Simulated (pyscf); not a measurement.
Structures and frequencies: ωB97X-D3(BJ)/def2-SVP in PySCF.

Q: Estimate the classical barrier height and the reaction energy of CH₄ + H₃C–Zn–SeH -> H₃C–Zn–CH₃ + H₂Se at ωB97M-D3(BJ)/def2-TZVP. The step runs on the singlet surface, breaks C–H, Se–Zn and forms C–Zn, H–Se; take the separated reactants as zero.

A: ΔE‡ = 50.8 kcal/mol, ΔE = +32.6 kcal/mol. Zero-point energy shifts the barrier by -2.4 kcal/mol. It is a four-centre exchange, with an imaginary mode of 1195i cm⁻¹. On the product side the descent ends in a complex (not fully relaxed), 5.7 kcal/mol under the separated species and 20.2 kcal/mol under the saddle at ωB97X-D3(BJ)/def2-TZVP. One saddle was located; it need not be the lowest between these sides. Elements up to Kr have no core potential and no relativistic terms here.
